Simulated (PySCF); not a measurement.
Theory: core-valence-separated Tamm–Dancoff BHandHLYP/aug-pcX-1 (pcseg-1 on H, def2-SVPD on P) in PySCF, non-relativistic, gas phase, PBE0-D3(BJ)/def2-SVP geometry. The energies are unshifted.

Main lines of an unknown, eV (oscillator strength): C K: 284.9 (0.045), 285.0 (0.063), 285.7 (0.048), 285.7 (0.039), 285.9 (0.010). Listed: the first five lines at most of each edge with a tenth or more of its strongest line's intensity; roots within 0.03 eV on the same or equivalent atoms are summed. Only the lowest roots were sought, and the top ones are left out.

**Question.** Which candidate gives them?
A. `C[C@@H]1C[P+]1(C)C`
B. `C/C=C/[PH2+]CC`

**Answer.** A. 

- `C[C@@H]1C[P+]1(C)C`: C K: 284.9 (0.045), 285.0 (0.063), 285.7 (0.048), 285.7 (0.039), 285.9 (0.010). First C line listed at 284.9 eV, hole on the sp3 carbon bound to phosphorus.
- `C/C=C/[PH2+]CC`: C K: 282.2 (0.075), 283.1 (0.043), 285.4 (0.041), 285.7 (0.012), 285.7 (0.036). First C line listed at 282.2 eV, hole on the alkene CH carbon (1s→π*).

One conformer each; other structures than these candidates weren't tested.
